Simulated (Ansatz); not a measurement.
The input, for Ansatz 0.2.0:

```yaml
crystal:
  periodic: [false, false, false]
  atoms:
    - {symbol: H, position_ang: [-2.117476, 0.000000, 0.000000]}
    - {symbol: H, position_ang: [-0.888476, 0.000000, 0.000000]}
    - {symbol: C, position_ang: [0.201524, 0.000000, 0.000000]}
    - {symbol: H, position_ang: [0.201524, -1.080023, 0.000000]}
    - {symbol: H, position_ang: [0.201524, 0.540011, 0.935327]}
    - {symbol: H, position_ang: [0.201524, 0.540012, -0.935327]}
basis:
  gaussian: {orbitals: 6-31G}
magnetization: {spin_polarized: true, initial_magnetization: 1}
hamiltonian: {xc: {name: PBE}}
output: {orbitals: {seedname: orbitals}}
```

```sh
$ ansatz run in.yaml --threads 1 --pin off --events-out ev --progress --plain --max-ram 2393MiB
```

The program prints:

```
287 factors; integrals over basis functions are off by at most 3.7e-4 eV
mean field evaluation 1: about -1107.6170 eV, gradient 3.2e1 eV
mean field evaluation 2: about -1099.8166 eV, gradient 4.5e1 eV
mean field evaluation 4: about -1112.7781 eV, gradient 6.7e-1 eV
mean field evaluation 8: about -1112.7685 eV, gradient 3.9e-3 eV
mean field -1112.76848529 eV, -40.8934875729 hartree, gradient 2.3e-5 eV, S^2 0.752777; 0 other end points of the search recorded, 0 dependent functions left out
reference -1112.76850557 eV, -40.8934883180 hartree; 6, 5 occupied and 13, 14 virtual orbitals, 287 factors
Total energy: -1112.76850557 eV, -40.8934883180 hartree
```

Ran on 1 thread of Intel Xeon Platinum 8488C, shared host: 0.33 s wall, 0.13 GiB peak host memory.
